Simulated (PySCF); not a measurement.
# Spin–spin coupling constants

Molfile (atoms numbered from 1):
```
C4H9N
     RDKit          3D

 14 13  0  0  0  0  0  0  0  0999 V2000
    1.7993   -1.0606   -0.1821 C   0  0  0  0  0  0  0  0  0  0  0  0
    1.0157   -0.0228   -0.5283 C   0  0  0  0  0  0  0  0  0  0  0  0
   -0.3139    0.1627   -0.2323 N   0  0  0  0  0  0  0  0  0  0  0  0
   -0.8379    1.5016   -0.2221 C   0  0  0  0  0  0  0  0  0  0  0  0
   -0.9677   -0.7975    0.6093 C   0  0  0  0  0  0  0  0  0  0  0  0
    1.4546   -1.8843    0.4452 H   0  0  0  0  0  0  0  0  0  0  0  0
    2.8245   -1.1018   -0.5505 H   0  0  0  0  0  0  0  0  0  0  0  0
    1.4360    0.7834   -1.1407 H   0  0  0  0  0  0  0  0  0  0  0  0
   -0.3475    2.0994   -1.0044 H   0  0  0  0  0  0  0  0  0  0  0  0
   -0.6879    2.0248    0.7450 H   0  0  0  0  0  0  0  0  0  0  0  0
   -1.9188    1.4916   -0.4347 H   0  0  0  0  0  0  0  0  0  0  0  0
   -2.0498   -0.6037    0.6213 H   0  0  0  0  0  0  0  0  0  0  0  0
   -0.8075   -1.8147    0.2184 H   0  0  0  0  0  0  0  0  0  0  0  0
   -0.5991   -0.7780    1.6559 H   0  0  0  0  0  0  0  0  0  0  0  0
  1  2  2  0
  2  3  1  0
  3  4  1  0
  3  5  1  0
  1  6  1  0
  1  7  1  0
  2  8  1  0
  4  9  1  0
  4 10  1  0
  4 11  1  0
  5 12  1  0
  5 13  1  0
  5 14  1  0
M  END
```

Couplings: B3LYP/pcJ-1 (spin–dipole term only in couplings to heteroatoms) in PySCF, geometry PBE0-D3(BJ)/def2-SVP; gas phase, one conformer, non-relativistic. Couplings are averaged over pairs made equivalent by symmetry, fast rotation or ring inversion, so a value needn't be that of the named pair in this geometry, while other rotamers aren't included; one pair stands for each set, and the list holds those of at least 0.8 Hz over up to four bonds.

Isotopes: $^{13}$C, $^{1}$H, $^{15}$N.

| pair | bonds | J (Hz) |
| --- | --- | --- |
| C1, C2 | 1 | 84.3 |
| C1, H6 | 1 | 165.4 |
| C1, H7 | 1 | 173.2 |
| C2, N3 | 1 | ? |
| C2, H8 | 1 | 168.5 |
| N3, C4 | 1 | ? |
| C4, H9 | 1 | ? |
| C1, N3 | 2 | -1.4 |
| C1, H8 | 2 | 3.7 |
| C2, C4 | 2 | 2.5 |
| C2, H6 | 2 | -2.1 |
| C2, H7 | 2 | ? |
| N3, H8 | 2 | ? |
| C4, C5 | 2 | 2.6 |
| H9, H10 | 2 | -13.0 |
| C1, C4 | 3 | ? |
| C2, H9 | 3 | 3.6 |
| N3, H6 | 3 | ? |
| N3, H7 | 3 | -5.3 |
| C4, H8 | 3 | ? |
| C4, H12 | 3 | 4.2 |
| H6, H8 | 3 | 16.1 |
| H7, H8 | 3 | 9.8 |
| C1, H9 | 4 | 1.1 |

Estimate the withheld couplings, with signs.

## Answers


- $^{1}J$(C2,N3) = -14.9 Hz (bond length 1.375 Å)
- $^{1}J$(N3,C4) = -12.5 Hz (bond length 1.438 Å)
- $^{1}J$(C4,H9) = 140.2 Hz (bond length 1.100 Å, sp3 carbon)
- $^{2}J$(C2,H7) = 4.0 Hz (angle at C1 119°)
- $^{2}J$(N3,H8) = -4.8 Hz (angle at C2 113°)
- $^{3}J$(C1,C4) = 3.6 Hz (dihedral angle 156°)
- $^{3}J$(N3,H6) = -1.9 Hz (dihedral angle 3°)
- $^{3}J$(C4,H8) = 5.6 Hz (dihedral angle 25°)
